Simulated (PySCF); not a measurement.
Gas-phase reaction: 2 SiHF₂ + 5 H₂ = 2 SiH₄ + 4 HF

Energies from PySCF, thermal terms from the rigid-rotor harmonic-oscillator model, ideal gas at 1 bar. † marks an energy on the PBE0/def2-TZVP geometry and frequencies; other levels use their own. MP2 and CCSD(T) freeze the core. 6-31G* has spherical d functions here. Open shells (unrestricted): SiHF₂ (multiplicity 2); the rest are closed-shell singlets. B3LYP is the form with VWN-RPA correlation. SiHF₂: computed as isolated molecules; such fragments, hydroxides, amides, oligomers or adducts are transient or little studied in the gas. MP2 isn't extrapolated to the basis-set limit; its ΔH°(298 K) is 100.2 kJ in def2-SVP and 150.6 kJ in def2-TZVPP. CCSD(T) isn't extrapolated to the basis-set limit; its ΔH°(298 K) is 69.9 kJ in def2-SVP and 125.6 kJ in def2-TZVPP. The harmonic model lacks anharmonicity and excited electronic states, which grow with temperature; levels with a mode under 35 cm⁻¹ are left out.

```csv
level,"ΔE electronic, kJ","ΔH°(298 K), kJ","ΔS°(298 K), J/K","ΔG°(800 K), kJ"
B3LYP/6-31G*,246,291,-91,376
B3LYP/def2-TZVP†,133,184,-92,269
BLYP/def2-TZVP†,159,209,-92,294
CCSD(T)/def2-TZVPP†,75,126,-92,211
HF/def2-TZVP†,163,214,-92,299
MP2/def2-SVP†,50,100,-92,185
PBE/def2-SVP,105,153,-95,240
PBE/def2-TZVP†,120,170,-92,255
PBE0/def2-SVP†,42,93,-92,178
PBE0/def2-TZVP,96,147,-92,232
LDA/def2-TZVP†,80,130,-92,215
```
ΔH° is lowest at PBE0/def2-SVP† and highest at B3LYP/6-31G*. No reference value is set beside these.
